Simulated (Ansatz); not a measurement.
Compare A (`C#CNC`) with its isomer B (`NC1=CC1`).

Computed with Ansatz on PBE0-D4/def2-TZVP structures; ΔE is electronic, products minus reactants. CCSD(T)/CBS adds triple-zeta CCSD(T) − MP2 to the extrapolated MP2 energy (def2 sets, frozen cores). Functionals use def2-TZVPP. B3LYP here is the variant with VWN-RPA as its local correlation; programs differ in this. Each species was taken in one conformer, which may not be the lowest.

**Question.** Which isomer does CCSD(T)/CBS put lower? Give the gap. (Best estimate.)

**Answer.** The calculation gave: A, by 5.3 kcal/mol.

**Question.** Give E(B) − E(A) in kcal/mol with CCSD/def2-TZVPP, LDA (SPW92), r2SCAN-D4, ωB97M-V, B3LYP-D4, BLYP-D4, HF/def2-TZVPP. (Estimate.)

**Answer.** The calculation gave: CCSD/def2-TZVPP 5.9, LDA (SPW92) -3.1, r2SCAN-D4 1.3, ωB97M-V 3.4, B3LYP-D4 5.3, BLYP-D4 6.1, HF/def2-TZVPP 9.7. The order is the other way round with LDA (SPW92).

**Question.** Does the order hold for the free energy at 298.15 K (harmonic terms from PBE0-D4)? (Estimate.)

**Answer.** Computed: Yes: G(B) − G(A) = +6.3 kcal/mol, for one conformer each.

Largest T1 diagnostic: 0.012.

At CCSD(T), def2-SVP lies −0.9 kcal/mol from the extrapolated value and def2-TZVPP +0.2 kcal/mol. Leaving LDA and LC-ωPBE aside and taking each functional with its dispersion term where it has one, the values spread over 6.4 kcal/mol, from PBE0-D4 to BLYP-D4. LDA lies −3.1 kcal/mol from PBE without D4.
